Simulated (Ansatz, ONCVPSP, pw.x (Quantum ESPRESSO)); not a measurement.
**pw.x on bcc W: one setting changed**

Potential: optimised norm-conserving Vanderbilt (ONCV), ONCVPSP 4.0.1.1 (patched build), PBE; core [Kr] 4d10 4f14, reference 5s2 5p6 5d4 6s2; waves: 5s+6s: rc 1.96 bohr, ncon 3, nbas 7, qcut 7.6 1/bohr, 2 projectors; 5p: rc 1.92 bohr, ncon 3, nbas 6, qcut 9.7 1/bohr, 2 projectors, debl 1.4 Ha; 5d: rc 2.98 bohr, ncon 4, nbas 9, qcut 6.7 1/bohr, 1 projector; local part: polynomial inside 1.28 bohr (lpopt 2, dvloc0 0 Ha); core correction: none. In the p channel the program set the typed energies aside and used -1.588, 0.250 Ha.

The reference run (k-mesh 14³, cutoffs 60/240 Ry, Fermi–Dirac 0.01 Ry, mixing_beta 0.4, conv_thr 1e-9, no spin) gives -2.13 GPa at 16.130 Å³/atom, where all-electron LAPW gives 0.30 GPa. This run, with its own iteration cap, changes degauss to 0.005.

```
&control
  calculation='scf', prefix='x', pseudo_dir='./', outdir='./tmp', tstress=.true., disk_io='none'
/
&system
  ibrav=0, nat=1, ntyp=1, ecutwfc=60, ecutrho=240, nbnd=15,
  occupations='smearing', smearing='fd', degauss=0.005
/
&electrons
  conv_thr=1e-09, mixing_beta=0.4, electron_maxstep=60
/
ATOMIC_SPECIES
W 1.0 W.UPF
CELL_PARAMETERS angstrom
  -1.59168867 1.59168867 1.59168867
  1.59168867 -1.59168867 1.59168867
  1.59168867 1.59168867 -1.59168867
ATOMIC_POSITIONS crystal
W 0.0000 0.0000 0.0000
K_POINTS automatic
14 14 14 0 0 0
```

```bash
pw.x < W.scf.in > W.scf.out
```

Problem. How does the run end?

Solution. It converges in 8 iterations; the free energy moves by +13.2 meV/atom and the pressure by +0.12 GPa. In a metal, with Fermi–Dirac smearing, F lies below its zero-width value by a term in the square of the width.

```
Message from routine setup:
     using ibrav=0 with symmetry is DISCOURAGED, use correct ibrav instead
     lattice parameter (alat)  =       5.2098  a.u.
     unit-cell volume          =     108.8506 (a.u.)^3
     number of electrons       =        14.00
     number of Kohn-Sham states=           15
     kinetic-energy cutoff     =      60.0000  Ry
     charge density cutoff     =     240.0000  Ry
     scf convergence threshold =      1.0E-09
     Exchange-correlation= PBE
     number of k points=   104  Fermi-Dirac smearing, width (Ry)=  0.0050
     iteration #  1     ecut=    60.00 Ry     beta= 0.40
     total energy              =    -136.94458540 Ry
     estimated scf accuracy    <       0.03819693 Ry
     iteration #  2     ecut=    60.00 Ry     beta= 0.40
     total energy              =    -136.94481086 Ry
     estimated scf accuracy    <       0.00662025 Ry
     iteration #  3     ecut=    60.00 Ry     beta= 0.40
     total energy              =    -136.94561243 Ry
     estimated scf accuracy    <       0.00038343 Ry
     [... 2 iterations left out ...]
     iteration #  6     ecut=    60.00 Ry     beta= 0.40
     total energy              =    -136.94563261 Ry
     estimated scf accuracy    <       0.00000005 Ry
     iteration #  7     ecut=    60.00 Ry     beta= 0.40
     total energy              =    -136.94563261 Ry
     estimated scf accuracy    <          7.0E-09 Ry
     iteration #  8     ecut=    60.00 Ry     beta= 0.40
     the Fermi energy is    22.1066 ev
!    total energy              =    -136.94563261 Ry
     estimated scf accuracy    <          3.0E-10 Ry
     smearing contrib. (-TS)   =      -0.00073126 Ry
     The total energy is F=E-TS. E is the sum of the following terms:
     one-electron contribution =     -19.58101184 Ry
     hartree contribution      =      16.45470362 Ry
     xc contribution           =     -15.24745203 Ry
     ewald contribution        =    -118.57114110 Ry
     convergence has been achieved in   8 iterations
          total   stress  (Ry/bohr**3)                   (kbar)     P=      -20.09
     Message from routine punch:
     Nothing written, as per user request (disk_io='none')
```

The run took about 10 s on one core of a shared host (Intel(R) Xeon(R) Platinum 8488C, 96 threads, 372 GiB, load 43).
